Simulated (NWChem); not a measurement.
Program: NWChem. System: acetylene (C2H2), charge 0, spin multiplicity 1, at a geometry optimised with B3LYP/def2-SVP. Level: G0W0@PBE0/def2-SVPD, RI basis def2-svpd-rifit.

NWChem printed:

```
             Northwest Computational Chemistry Package (NWChem) 7.3.0
             --------------------------------------------------------

                                NWChem Input Module
                                -------------------

 Scaling coordinates for geometry "geometry" by  1.889725989
 (inverse scale =  0.529177249)

 Turning off AUTOSYM since
 SYMMETRY directive was detected!

                             Geometry "geometry" -> ""
                             -------------------------

 Output coordinates in angstroms (scale by  1.889725989 to convert to a.u.)

  No.       Tag          Charge          X              Y              Z
 ---- ---------------- ---------- -------------- -------------- --------------
    1 C                    6.0000     0.00000000     0.00000000    -0.60454100
    2 C                    6.0000     0.00000000     0.00000000     0.60454100
    3 H                    1.0000     0.00000000     0.00000000    -1.67885500
    4 H                    1.0000     0.00000000     0.00000000     1.67885500

 Effective nuclear repulsion energy (a.u.)      24.6055389374

            Nuclear Dipole moment (a.u.)
            ----------------------------
        X                 Y               Z
 ---------------- ---------------- ----------------
     0.0000000000     0.0000000000     0.0000000000

      Symmetry information
      --------------------

 Group name             D2h
 Group number             26
 Group order               8
 No. of unique centers     2

      Symmetry unique atoms

     1    3


 Summary of "ao basis" -> "" (spherical)
 ------------------------------------------------------------------------------
       Tag                 Description            Shells   Functions and Types
 ---------------- ------------------------------  ------  ---------------------
 *                         def2-svpd                  on all atoms

 new library libraries.bse/

 Summary of "ri basis" -> "" (spherical)
 ------------------------------------------------------------------------------
       Tag                 Description            Shells   Functions and Types
 ---------------- ------------------------------  ------  ---------------------
 *                      def2-svpd-rifit               on all atoms

                                 NWChem DFT Module
                                 -----------------

 Summary of "ao basis" -> "ao basis" (spherical)
 ------------------------------------------------------------------------------
[...]
  ----- ------------  ---------------      ----- ------------  ---------------
    42     -3.443879  3 H  s                 50     -3.443879  4 H  s
     4      3.194178  1 C  s                 24      3.194178  2 C  s
    18      1.130487  1 C  d  0              38      1.130487  2 C  d  0
    48     -0.664843  3 H  pz                56      0.664843  4 H  pz
    10     -0.440377  1 C  pz                30      0.440377  2 C  pz

 center of mass
 --------------
 x =   0.00000000 y =   0.00000000 z =   0.00000000

 moments of inertia (a.u.)
 ------------------
          51.610786577996           0.000000000000           0.000000000000
           0.000000000000          51.610786577996           0.000000000000
           0.000000000000           0.000000000000           0.000000000000

     Multipole analysis of the density
     ---------------------------------

     L   x y z        total         alpha         beta         nuclear
     -   - - -        -----         -----         ----         -------
     0   0 0 0     -0.000000     -7.000000     -7.000000     14.000000

     1   1 0 0     -0.000000     -0.000000     -0.000000      0.000000
     1   0 1 0     -0.000000     -0.000000     -0.000000      0.000000
     1   0 0 1      0.000000      0.000000      0.000000      0.000000

     2   2 0 0    -10.077024     -5.038512     -5.038512      0.000000
     2   1 1 0     -0.000000     -0.000000     -0.000000      0.000000
     2   1 0 1     -0.000000     -0.000000     -0.000000      0.000000
     2   0 2 0    -10.077024     -5.038512     -5.038512      0.000000
     2   0 1 1     -0.000000     -0.000000     -0.000000      0.000000
     2   0 0 2     -5.227800    -20.509835    -20.509835     35.791871

 Task  times  cpu:        0.8s     wall:        0.8s

                                NWChem Input Module
                                -------------------

                                 NWChem GW Module
                                 ----------------

                             ***********************
                             ***        GW       ***
                             ***********************

 Summary of "ri basis" -> "ri basis" (spherical)
 ------------------------------------------------------------------------------
       Tag                 Description            Shells   Functions and Types
 ---------------- ------------------------------  ------  ---------------------
 C                      def2-svpd-rifit             20       64   7s6p5d2f
 H                      def2-svpd-rifit              9       23   4s3p2d

                 Memory Information
                 ------------------
          Available GA per process is          1700.0 MBs
          Available stack per process is        700.0 MBs
          Available heap per process is           0.0 MBs

          Peak memory in Initialization
              Peak GA per process is                  0.9 MBs
              Peak stack per process is               0.0 MBs
              Peak heap per process is                1.0 MBs
              Memory not in MA per process            0.0 MBs

          Peak memory in AFF Calculation
              Peak GA per process is                  2.0 MBs
              Peak stack per process is               0.9 MBs
              Peak heap per process is                0.0 MBs
              Memory not in MA per process            0.9 MBs

          Computing 2-center integrals
          Computing Inverse Cholesky factor
          Computing 3-center integrals
          Computing V_xc ...

          Computing Sigma_x
          Computing RPA polarizability
          Solving quasiparticle equations

                  Alpha Orbitals
          State     Energy (eV)     Error (eV)
          -----------------------------------
@GW         4        -18.164           0.002
@GW         5        -16.548           0.002
@GW         6        -10.895           0.002
@GW         7        -10.895           0.002
@GW         8          3.635           0.002
@GW         9          3.635           0.002

   Applying  -2.5051 eV scissor-shift to rest of particle states

   Applying   2.8536 eV scissor-shift to rest of hole states

     GW Timing Statistics
   ------------------------
   Init.   :          0.0s
     ERIs  :          0.2s
     Distr.:          0.0s
     Vxc   :          0.1s
   Sigma_x :          0.0s
   RPA     :          0.0s
   Wmn     :          0.0s
   Sigma_c :          0.0s
   GW total:          0.4s

 Task  times  cpu:        0.4s     wall:        0.4s

 Total times  cpu:        1.2s     wall:        1.2s
```

**Question.** Write an NWChem input that would produce this output.

**Answer.** Several could match; the one computed here: 
```
start mol
memory heap 200 mb stack 700 mb global 1700 mb
geometry units angstroms nocenter noautoz
  C      0.000000     0.000000    -0.604541
  C      0.000000     0.000000     0.604541
  H      0.000000     0.000000    -1.678855
  H      0.000000     0.000000     1.678855
  symmetry group D2h
end
basis spherical
  * library def2-svpd
end
basis "ri basis" bse spherical
  * library def2-svpd-rifit
end
dft
  xc pbe0
  iterations 100
  direct
  tolerances tight
end
task dft energy
gw
  states alpha occ 4 vir 2
end
task dft gw
```
